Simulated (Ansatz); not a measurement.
# One shape, several levels: CH5Al (AlH2Me)

We compute a comparison of 6 runs (HF/STO-3G, BHLYP/STO-3G, UPBE0/STO-3G, r2SCAN0/STO-3G, UMP2/STO-3G, FCI/STO-3G) of CH5Al (AlH2Me). 

Program for the calculation: Ansatz 0.2.0.

56 further runs of the same task are left out: 2 that didn't finish, 54 set aside as unsound or not needed.

## (1) Starting point

CH5Al: 7 atoms, total charge 0, spin state singlet. SMILES: `[H][Al]([H])[CH3]`. The H3–Al1 distance was set to 1.939 Å, away from the relaxed value.

Bond lengths: Al1–C4 1.985 Å, Al1–H2 1.551 Å, C4–H5 1.097 Å, C4–H6 1.098 Å, C4–H7 1.098 Å. Angles: Al1–C4–H5 113.2°, Al1–C4–H6 112.2°, Al1–C4–H7 112.2°, H2–Al1–C4 123.8°, H5–C4–H6 106.1°, H5–C4–H7 105.9°, H6–C4–H7 106.7°.

## (2) The energy at HF/STO-3G (run 1)

in.yaml reads:

```yaml
crystal:
  periodic: [false, false, false]
  atoms:
    - {symbol: Al, position_ang: [0.704585, 0.578543, 0.004656]}
    - {symbol: H, position_ang: [2.251955, 0.683293, 0.046966]}
    - {symbol: H, position_ang: [-0.157080, 2.315610, -0.032820]}
    - {symbol: C, position_ang: [-0.284455, -1.141977, 0.004746]}
    - {symbol: H, position_ang: [-0.406265, -1.571277, -0.997604]}
    - {symbol: H, position_ang: [-1.296895, -1.037727, 0.416326]}
    - {symbol: H, position_ang: [0.222235, -1.911077, 0.602696]}
basis:
  gaussian: {orbitals: STO-3G}
hamiltonian: {xc: hf}
accuracy: high
```

Command:

```console
ansatz run in.yaml --threads 1 --pin off --max-ram 2610MiB --events-out events.jsonl --progress --plain --runs-dir runs
```

What it wrote:

```text
Warning: RAYON_NUM_THREADS=1 ignored (pool sized by the plan → 1); use --threads N
Functional definition: HF
  name "HF"
  exchange = exact_x
  correlation = 0
334 factors; integrals over basis functions are off by at most 7.7e-9 eV
mean field evaluation 1: about -7597.8766 eV, gradient 1.5e1 eV
mean field evaluation 2: about -7597.9062 eV, gradient 1.4e1 eV
mean field evaluation 4: about -7599.0256 eV, gradient 7.7e-1 eV
mean field evaluation 8: about -7599.0271 eV, gradient 4.8e-5 eV
mean field -7599.02708863 eV, -279.2590947017 hartree, gradient 1.0e-7 eV, S^2 0.000000; 0 other end points of the search recorded, 0 dependent functions left out
reference -7599.02708863 eV, -279.2590947017 hartree; 12, 12 occupied and 7, 7 virtual orbitals, 334 factors
Total energy: -7599.02708863 eV, -279.2590947017 hartree
```

Run time: 0.08 s. Hardware: 1 thread of Arm Neoverse V2, shared host.

## (3) A single-point energy at BHLYP/STO-3G (run 2)

input.yaml reads:

```yaml
crystal:
  periodic: [false, false, false]
  atoms:
    - {symbol: Al, position_ang: [0.704585, 0.578543, 0.004656]}
    - {symbol: H, position_ang: [2.251955, 0.683293, 0.046966]}
    - {symbol: H, position_ang: [-0.157080, 2.315610, -0.032820]}
    - {symbol: C, position_ang: [-0.284455, -1.141977, 0.004746]}
    - {symbol: H, position_ang: [-0.406265, -1.571277, -0.997604]}
    - {symbol: H, position_ang: [-1.296895, -1.037727, 0.416326]}
    - {symbol: H, position_ang: [0.222235, -1.911077, 0.602696]}
basis:
  gaussian: {orbitals: STO-3G}
hamiltonian: {xc: {name: BHLYP}}
accuracy: high
```

Command:

```console
ansatz run input.yaml --threads 1 --pin off --max-ram 2610MiB --events-out events.jsonl --progress --plain --runs-dir runs
```

What it wrote:

```text
Warning: RAYON_NUM_THREADS=1 ignored (pool sized by the plan → 1); use --threads N
Functional definition: BHLYP
  name "BHLYP"
  parameter a = 0.5
  exchange = (1 - a)*b88_x + a*exact_x
  correlation = lyp_c
334 factors; integrals over basis functions are off by at most 7.7e-9 eV
mean field evaluation 1: about -7619.4563 eV, gradient 1.7e1 eV
mean field evaluation 2: about -7620.4462 eV, gradient 8.3e0 eV
mean field evaluation 4: about -7620.7259 eV, gradient 1.8e-1 eV
mean field evaluation 8: about -7620.6881 eV, gradient 2.3e-4 eV
mean field -7620.68809959 eV, -280.0551221721 hartree, gradient 2.1e-8 eV, S^2 0.000000; 0 other end points of the search recorded, 0 dependent functions left out
reference -7620.68812048 eV, -280.0551229398 hartree; 12, 12 occupied and 7, 7 virtual orbitals, 334 factors
Total energy: -7620.68812048 eV, -280.0551229398 hartree
```

Wall time 1.1 s (1 thread of Arm Neoverse V2, shared host); peak memory 0.098 GiB.

Run 3 isn't shown in full; the table further down has it.

## (4) A single-point energy at r2SCAN0/STO-3G (run 4)

molecule.yaml reads:

```yaml
crystal:
  periodic: [false, false, false]
  atoms:
    - {symbol: Al, position_ang: [0.704585, 0.578543, 0.004656]}
    - {symbol: H, position_ang: [2.251955, 0.683293, 0.046966]}
    - {symbol: H, position_ang: [-0.157080, 2.315610, -0.032820]}
    - {symbol: C, position_ang: [-0.284455, -1.141977, 0.004746]}
    - {symbol: H, position_ang: [-0.406265, -1.571277, -0.997604]}
    - {symbol: H, position_ang: [-1.296895, -1.037727, 0.416326]}
    - {symbol: H, position_ang: [0.222235, -1.911077, 0.602696]}
basis:
  gaussian:
    orbitals: STO-3G
hamiltonian:
  xc: {name: r2SCAN0}
accuracy: high
magnetization:
  spin_polarized: false
  initial_magnetization: 0
```

Command:

```console
ansatz run molecule.yaml --threads 1 --pin off --max-ram 2610MiB --events-out events.jsonl --progress --plain --runs-dir runs
```

What it wrote:

```text
Warning: RAYON_NUM_THREADS=1 ignored (pool sized by the plan → 1); use --threads N
Functional definition: r2SCAN0
  name "r2SCAN0"
  parameter a = 0.25
  parameter k0 = 0.174
  parameter k1 = 0.065
  parameter a1 = 4.9479
  exchange = (1 - a)*r2scan_x(k0 = k0, k1 = k1, a1 = a1) + a*exact_x
  correlation = r2scan_c
334 factors; integrals over basis functions are off by at most 7.7e-9 eV
mean field evaluation 1: about -7618.5873 eV, gradient 1.9e1 eV
mean field evaluation 2: about -7619.2725 eV, gradient 1.4e1 eV
mean field evaluation 4: about -7620.0399 eV, gradient 1.1e-1 eV
mean field evaluation 8: about -7619.9791 eV, gradient 9.7e-4 eV
mean field -7619.97913056 eV, -280.0290680408 hartree, gradient 1.6e-8 eV, S^2 0.000000; 0 other end points of the search recorded, 0 dependent functions left out
reference -7619.97913093 eV, -280.0290680545 hartree; 12, 12 occupied and 7, 7 virtual orbitals, 334 factors
Total energy: -7619.97913093 eV, -280.0290680545 hartree
```

It took 2.4 s on 1 thread of Arm Neoverse V2, shared host; peak memory 0.14 GiB.

Run 5 isn't shown in full; the table further down has it.

## (5) A single-point energy at FCI/STO-3G (run 6)

in.yaml reads:

```yaml
crystal:
  periodic: [false, false, false]
  atoms:
    - symbol: Al
      position_ang: [0.704585, 0.578543, 0.004656]
    - symbol: H
      position_ang: [2.251955, 0.683293, 0.046966]
    - symbol: H
      position_ang: [-0.157080, 2.315610, -0.032820]
    - symbol: C
      position_ang: [-0.284455, -1.141977, 0.004746]
    - symbol: H
      position_ang: [-0.406265, -1.571277, -0.997604]
    - symbol: H
      position_ang: [-1.296895, -1.037727, 0.416326]
    - symbol: H
      position_ang: [0.222235, -1.911077, 0.602696]
basis:
  gaussian: {orbitals: STO-3G}
correlation: {method: fci, frozen_orbitals: {Al: 5, C: 1, H: 0}}
accuracy: high
```

Command:

```console
ansatz run in.yaml --threads 1 --pin off --max-ram 2610MiB --events-out events.jsonl --progress --plain --runs-dir runs
```

What it wrote:

```text
Warning: RAYON_NUM_THREADS=1 ignored (pool sized by the plan → 1); use --threads N
Functional definition: HF
  name "HF"
  exchange = exact_x
  correlation = 0
334 factors; integrals over basis functions are off by at most 7.7e-9 eV
mean field evaluation 1: about -7597.8766 eV, gradient 1.5e1 eV
mean field evaluation 2: about -7597.9062 eV, gradient 1.4e1 eV
mean field evaluation 4: about -7599.0256 eV, gradient 7.7e-1 eV
mean field evaluation 8: about -7599.0271 eV, gradient 4.8e-5 eV
mean field -7599.02708863 eV, -279.2590947017 hartree, gradient 1.0e-7 eV, S^2 0.000000; 0 other end points of the search recorded, 0 dependent functions left out
6 core orbitals not correlated: weight in the atoms' cores, before any rotation towards them, 0.999 or more for the frozen orbitals, at most 0.000 for the correlated occupied ones
reference -7599.02708863 eV, -279.2590947017 hartree; 6, 6 occupied and 7, 7 virtual orbitals, 334 factors
state -7602.61901450 eV, -279.3910955427 hartree
Total energy: -7602.61901450 eV, -279.3910955427 hartree
```

Wall time 11 s (1 thread of Arm Neoverse V2, shared host); peak memory 0.28 GiB.

## (6) The series

| run | level | frozen core orbitals | energy (Eh) | wall time |
| --- | --- | --- | --- | --- |
| 1 | HF/STO-3G | – | -279.259095 | 0.08 s |
| 2 | BHLYP/STO-3G | – | -280.055123 | 1.1 s |
| 3 | UPBE0/STO-3G | – | -279.918352 | 1.8 s |
| 4 | r2SCAN0/STO-3G | – | -280.029068 | 2.4 s |
| 5 | UMP2/STO-3G | 6 | -279.351762 | 0.1 s |
| 6 | FCI/STO-3G | 6 | -279.391096 | 11 s |

## (7) Outcome

| quantity | value |
| --- | --- |
| run 6: total energy | -279.39110 Eh |
| run 6: correlation energy (6 core orbitals frozen) | -132.0 mEh |

**Reading.** Against full CI in this basis: HF +132.0 mEh; UMP2 +39.3 mEh. Totals of different functionals can't be ranked against each other. In runs 1, 2, 3, 4, 5, 6 the basis is minimal, so the values are rough. All runs together took 16 s, the longest 11 s.
